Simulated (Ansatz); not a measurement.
Two isomers of CH7NSi: A = `CN[SiH3]`, B = `NC[SiH3]`.

Computed with Ansatz on PBE0-D4/def2-TZVP structures; ΔE is electronic, products minus reactants. CBS: MP2 limit from def2 TZ/QZ plus the TZ coupled-cluster correction, frozen cores. Functionals use def2-TZVPP. B3LYP here is the variant with VWN-RPA as its local correlation; programs differ in this. One conformer a species, not always the lowest.

**Question.** Which is lower in electronic energy at CCSD(T)/CBS, and by how much? (An estimate is asked.)

**Answer.** Ansatz gave: A, by 58.2 kJ/mol.

**Question.** Give E(B) − E(A) in kJ/mol with CCSD(T)/def2-SVP, r2SCAN-D4, MP2/def2-TZVPP, HF/def2-TZVPP, B2PLYP, B3LYP-D4, CCSD/def2-TZVPP. (Best estimate.)

**Answer.** The calculation gave: CCSD(T)/def2-SVP 56.6, r2SCAN-D4 57.4, MP2/def2-TZVPP 61.0, HF/def2-TZVPP 68.3, B2PLYP 60.7, B3LYP-D4 59.8, CCSD/def2-TZVPP 59.3. None reverses the order clearly.

**Question.** Does the order hold for the free energy at 298.15 K (harmonic terms from PBE0-D4)? (Best estimate.)

**Answer.** Ansatz gave: Yes: G(B) − G(A) = +59.7 kJ/mol, for one conformer each.

Largest T1 diagnostic: 0.010.

From PBE to PBE0 (25 % exact exchange), in def2-TZVPP and without D4, E(B) − E(A) moves by +3.1 kJ/mol. Leaving LDA and LC-ωPBE aside and taking each functional with its dispersion term where it has one, the values, not all of them listed here, spread over 12.6 kJ/mol, from PBE-D4 to BHLYP-D4.
